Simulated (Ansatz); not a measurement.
`C/C(Cl)=C/CO` and `C/C(Cl)=C/CF` differ in one atom or group.

Ansatz, PBE0-D4/def2-TZVP geometries, multiplicity 1. Each molecule was computed in one conformer, which needn't be the lowest.

| property | `C/C(Cl)=C/CO` |
| --- | --- |
| LUMO energy (PBE/def2-TZVPP) / eV | -1.16 |
| HOMO–LUMO gap (PBE0/def2-TZVPP) / eV | 7.04 |
| LUMO energy (PBE0/def2-TZVPP) / eV | -0.19 |
| HOMO energy (B3LYP/def2-TZVPP) / eV | -7.01 |
| size of the dipole moment (PBE/def2-TZVPP) / D | 1.72 |
| LUMO energy (ωB97M-V/def2-TZVPP) / eV | 1.85 |

Give the same properties after the change, and the shifts. (Best estimate.)

Computed: 
```tsv
property	`C/C(Cl)=C/CF`	shift
LUMO energy (PBE/def2-TZVPP) / eV	-1.29	-0.13
HOMO–LUMO gap (PBE0/def2-TZVPP) / eV	7.12	0.08
LUMO energy (PBE0/def2-TZVPP) / eV	-0.29	-0.10
HOMO energy (B3LYP/def2-TZVPP) / eV	-7.20	-0.19
size of the dipole moment (PBE/def2-TZVPP) / D	1.99	0.27
LUMO energy (ωB97M-V/def2-TZVPP) / eV	1.83	-0.02
```

With PBE0 the HOMO falls by 0.18 eV and the LUMO falls by 0.10 eV, so the gap widens by about 0.08 eV. PBE moves the HOMO by -0.26 eV and ωB97M-V by -0.18 eV. Dipoles are sizes alone; their direction can turn.

B3LYP here is the variant with VWN-RPA as its local correlation; programs differ in this.
